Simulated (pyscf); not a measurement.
PySCF, gas phase, ωB97X-D3(BJ)/def2-SVP geometries. Correlated levels are frozen-core, on RHF or UHF. ΔMP2 is the change of the MP2 total energy from the triple- to the quadruple-zeta basis.

Q: Estimate by transition-state theory the rate constant of `[SiH4]` + `[F][GeH3]` → `[SiH3][GeH3]` + `[FH]` (singlet surface; H–Si, F–Ge broken, Ge–Si, F–H formed) at 1200 K, with CCSD(T)/def2-TZVPP + ΔMP2(QZVPP) energies (ideal gas, 1 atm, RRHO with modes under 100 cm⁻¹ raised to 100, one conformer, R ln 2 for chiral ones without a mode under 150 cm⁻¹; no tunnelling).

A: The electronic barrier is 56.1 kcal/mol and the thermal terms add +31.8, so ΔG‡ = 87.9 kcal/mol. With k_BT/h = 2.50e+13 s⁻¹ and RT = 2.385 kcal/mol, and a volume of 1.64e-19 cm³ per molecule at 1 atm, k = 4.0e-22 cm³ molecule⁻¹ s⁻¹. Wigner's tunnelling factor for 1257i cm⁻¹ would be 1.09. A shift of 1 kcal/mol in the barrier changes k by a factor 1.5. This is the saddle that the search found; another between the same sides may lie lower. The CCSD(T) − MP2 part came from Ansatz, without density fitting, on the same reference. The frozen core leaves the outer d or s,p core shells of the metals and heavy elements correlated in the MP2 and CC values, and def2-TZVPP describes them poorly, which can shift differences by a few kcal/mol. Elements up to Kr have no core potential and no relativistic terms here.
